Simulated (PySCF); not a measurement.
Compound: tetrafluoroethylene, C2F4.
InChI=1S/C2F4/c3-1(4)2(5)6

Linear response at CAM-B3LYP/def2-SVPD (PySCF, frozen core in the response, non-relativistic). Geometry: PBE0-D3(BJ)/def2-SVP; no solvent, vibrations or thermal averaging.

Static isotropic polarisability: 28.99 au (4.30 Å³), principal values 20.7, 28.5, 37.9 au.

What is the polarisability at 1064 nm and at the sodium D line?

29.18 au at 1064 nm (+0.6 %), 29.61 au at 589.3 nm (+2.1 %). The rise at 589.3 nm is 3.37 times that at 1064 nm; a pure ω² law gives 3.26. The lowest singlet lies at 186 nm, shorter than both wavelengths.

What is the isotropic C6 coefficient between two such molecules, C6 = (3/π)∫α(iω)² dω?

459.8 au (Eh·bohr⁶) by a ten-point quadrature over imaginary frequencies, which is 275 eV·Å⁶ or 26.5 J·nm⁶/mol.

Which effective excitation energy ω̄ makes London's formula C6 = (3/4)α²ω̄ exact here?

ω̄ = 4·C6/(3α²) = 0.729 Eh = 19.8 eV. A one-pole form α(ω) = α/(1 − ω²/ω̄²) fitted to the 1064 nm value gives 14.7 eV.

What three-body coefficient follows from the one-pole estimate C9 = (3/4)·α·C6?

10000 au. This is an estimate from the two numbers above, not a computed integral.

What molar refraction at the D line follows from R = (4π/3)·N_A·α′, with α′ the polarisability volume?

α′ = 4.39 Å³ gives R = 11.07 cm³/mol, for isolated, non-vibrating species.

The lowest 6 singlets have (eV, f): 6.68, 0.015; 7.09, 0.000; 7.96, 0.000; 8.30, 0.420; 9.25, 0.000; 9.81, 0.000. What share of the static polarisability do they carry in the sum over states α = Σ f/ω²?

4.77 au, 16.4 % of α; the largest term, 4.52 au, is that of the state at 8.30 eV. Their oscillator strengths add up to 0.44. Higher states carry the rest.

What n − 1 at the D line would an ideal gas of it have at 273.15 K and 1 atm (2.6868 × 10¹⁹ cm⁻³), by n − 1 = 2π·N·α′?

7.41 × 10⁻⁴, a formal value whether or not that pressure can be reached.

How anisotropic is the static polarisability, by Δα² = ½[(α1 − α2)² + (α2 − α3)² + (α3 − α1)²]?

Δα = 14.9 au, or 0.52 of the isotropic value.
